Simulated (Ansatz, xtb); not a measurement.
## C2H2Si: where a starting geometry ends

The starting geometry of this gas-phase singlet has its atoms placed at random.

```xyz
5

C     0.4010   -0.0105   -0.1669
C    -0.3049   -1.1160   -0.1540
Si    0.4204    1.7729    0.0658
H     0.0393   -1.1539   -1.0199
H    -0.5274   -0.3587   -0.6313
```

Q: One run relaxed it with r2SCAN-D4/def2-SVP. What is a likely outcome?

A: It ends as `C=C=[Si]`. Distances that change by over a tenth: C2–H4 (0.93 → 1.10 Å), C2–H5 (0.92 → 1.10 Å). Contacts that open: C1–H5 (1.09 → 2.13 Å).

The energy falls by 8.04 eV over 13 steps:

```json
{"step": "1", "E − E(last) (eV)": "8.039"}
{"step": "2", "E − E(last) (eV)": "4.780"}
{"step": "4", "E − E(last) (eV)": "3.144"}
{"step": "5", "E − E(last) (eV)": "2.973"}
{"step": "6", "E − E(last) (eV)": "2.186"}
{"step": "8", "E − E(last) (eV)": "0.564"}
{"step": "9", "E − E(last) (eV)": "0.240"}
{"step": "10", "E − E(last) (eV)": "0.029"}
{"step": "12", "E − E(last) (eV)": "0.000"}
{"step": "13", "E − E(last) (eV)": "0.000"}
```

Final geometry (Å):

```xyz
5

C     0.2936    0.4280   -0.1966
C    -0.2591   -0.7269   -0.5524
Si    1.0031    1.9115    0.2637
H     0.3416   -1.5978   -0.8626
H    -1.3506   -0.8812   -0.5586
```

From the same start GFN2-xTB ends elsewhere, differing in C1–H5 (1.08 against 2.13 Å here), C2–Si3 (1.88 against 3.04 Å here), C2–H5 (2.23 against 1.10 Å here).

From so rough a start the end depends on the optimiser's path, so another program may land elsewhere. No frequencies were run, so the end isn't proven a minimum. Run with Ansatz 0.2.0, 12 s on 1 thread of Intel(R) Xeon(R) Platinum 8488C (Sapphire Rapids), on a shared host.
